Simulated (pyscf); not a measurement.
PySCF, gas phase, ωB97X-D3(BJ)/def2-SVP geometries.

**Question.** Estimate the classical barrier height and the reaction energy of Cl–GeH₂–Cl (SMILES [Cl][GeH2][Cl]) + H₂ (SMILES [H][H]) → Cl–GeH₃ (SMILES [Cl][GeH3]) + HCl (SMILES Cl) at PBE0-D3(BJ)/def2-TZVP. The step runs on the singlet surface, breaks Cl–Ge, H–H and forms Ge–H, Cl–H; take the separated reactants as zero.

**Answer.** ΔE‡ = 44.7 kcal/mol, ΔE = +13.1 kcal/mol. ωB97M-D3(BJ)/def2-TZVP gives 48.8 kcal/mol and +12.4 kcal/mol. Zero-point energy shifts the barrier by +2.3 kcal/mol. It is a four-centre exchange, with an imaginary mode of 940i cm⁻¹. One saddle was located; it need not be the lowest between these sides. Elements up to Kr have no core potential and no relativistic terms here.
